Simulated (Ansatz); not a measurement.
# Al2B+ (triplet): the correlation ladder, def2-TZVPP

One table from this session's results is given with a row withheld; the runs are named, their logs left out.

Computed with Ansatz 0.2.0, Gaussian basis. Level: def2-TZVPP, core rule «outside noble gas», up to 11 orbitals frozen.

The runs, in order: UHF; ROHF; CCSD(T) on UHF.

### The geometry

The geometry is a PBE0/def2-TZVP stationary point (not a proven minimum) of the parent state, kept for this charge and spin.

3 atoms, charge 1, spin multiplicity 3.

Atoms are counted from 1 here; the program's logs count them from 0.

Bond lengths: Al1–B2 2.078 Å, B2–Al3 2.078 Å. Angles: Al1–B2–Al3 90.5°.

Set-up of the first run:

in.yaml

```yaml
crystal:
  periodic: [false, false, false]
  atoms:
    - {symbol: Al, position_ang: [0.000000, -0.244231, 1.475660]}
    - {symbol: B, position_ang: [0.000000, 1.219080, 0.000000]}
    - {symbol: Al, position_ang: [0.000000, -0.244231, -1.475660]}
basis:
  gaussian: {orbitals: def2-TZVPP}
total_charge: 1
magnetization: {spin_polarized: true, initial_magnetization: 2}
hamiltonian: {xc: hf}
output: {orbitals: {seedname: orbitals}}
```

Started as:

```
> ansatz run in.yaml --threads 1 --pin off --events-out ev --progress --plain --max-ram 2816MiB --backend cpu
```

Steps of the session up to this table: UHF; ROHF; CCSD(T) on UHF.

One table of the session follows, with a row left open; its other results are not shown here.

```
  method  from UCCSD(T) (kcal/mol)
    ROHF                   +142.58
    UMP2                    +39.12
   UCCSD                         ?
UCCSD(T)                         0
```

Q: Estimate the row for UCCSD from the others.

**Answer.** from UCCSD(T) (kcal/mol): +10.81. In the column «from UCCSD(T) (kcal/mol)» it lies between UCCSD(T) (0) and UMP2 (+39.12).

Left out of the table: UHF (another determinant or state than the rows shown).

Limits of these values: The determinant is far from a pure spin state, so its energy mixes those of several spin states (harmless only where they are near-degenerate, as at dissociation). Warnings: spin contamination; coupled cluster took another determinant than the lowest.
